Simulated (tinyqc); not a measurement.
Inside a calculation. Method: RKS/exchange-only LDA in the sto-6g basis, for OH-, spin multiplicity 1. The basis has no diffuse functions, so it cannot describe the extra electron: this is an exercise in the method, not the real anion. Computed by tinyqc, a small Python program that keeps every step (integrals from PySCF). Settings: charge = -1, multiplicity = 1, basis = sto-6g, energy threshold = 1e-08, iteration cap = 80, orthogonalisation = symmetric, start = highest core orbitals, DIIS depth = 0, method = RKS, functional = Slater exchange alone, grid = [10, 14]. Command: `OMP_NUM_THREADS=1 python tinyqc.py 22624 22625 out.jsonl` (the two numbers bound the seeds that draw the settings). One thread of a shared host (Intel(R) Xeon(R) Processor @ 2.60GHz), about 1 s of CPU time with the checks.

Geometry (angstrom):
```
atom         x         y         z
O     0.000000  0.000000  0.000000
H     0.000000  0.000000  1.937000
```

Stop when the energy changes by less than 1e-08 hartree and every element of the error matrix X^T (F D S - S D F) X is below 3e-05.

Course of the cycle:
```
iteration   E (hartree)     change  largest element of the error matrix
1          -31.25371181          -                             5.51e-02
2          -72.64626939  -4.14e+01                             2.60e-01
3          -73.51193096  -8.66e-01                             1.65e-04
4          -72.75932437   7.53e-01                             5.49e-01
5          -73.51192720  -7.53e-01                             4.05e-04
6          -72.75932523   7.53e-01                             5.49e-01
7          -73.50527326  -7.46e-01                             1.07e-03
8          -72.76155839   7.44e-01                             5.53e-01
9          -73.51191516  -7.50e-01                             7.76e-04
10         -72.75932800   7.53e-01                             5.49e-01
11         -73.50748026  -7.48e-01                             6.22e-03
12         -72.76059898   7.47e-01                             5.51e-01
13         -73.50776456  -7.47e-01                             6.48e-03
14         -72.76049738   7.47e-01                             5.51e-01
...                 ...        ...                                  ...
67         -73.51183602  -7.52e-01                             1.85e-03
68         -72.75934626   7.52e-01                             5.49e-01
69         -73.51012012  -7.51e-01                             6.56e-03
70         -72.75977485   7.50e-01                             5.50e-01
71         -73.51178813  -7.52e-01                             2.25e-03
72         -72.75935736   7.52e-01                             5.49e-01
73         -73.51170383  -7.52e-01                             2.82e-03
74         -72.75937702   7.52e-01                             5.49e-01
75         -73.51076585  -7.51e-01                             5.72e-03
76         -72.75960571   7.51e-01                             5.49e-01
77         -73.51179419  -7.52e-01                             2.21e-03
78         -72.75935595   7.52e-01                             5.49e-01
79         -73.51155121  -7.52e-01                             3.58e-03
80         -72.75941297   7.52e-01                             5.49e-01
```

Can the last value be used, and what does the course show?

Not by the stop rule. Not converged within the cap of 80 iterations: the residual has stopped falling: the iteration swings between two states. Reruns (cap 100 unless said): DIIS 8: not converged; damping 0.5: not converged; level shift 0.5: converged in 14; atomic densities as start, DIIS 8: not converged; the original settings with a cap of 400: not converged. PySCF RKS in the same basis, fine grid = -72.74380597 hartree, which differs from a converged run on this coarse grid by the grid error.
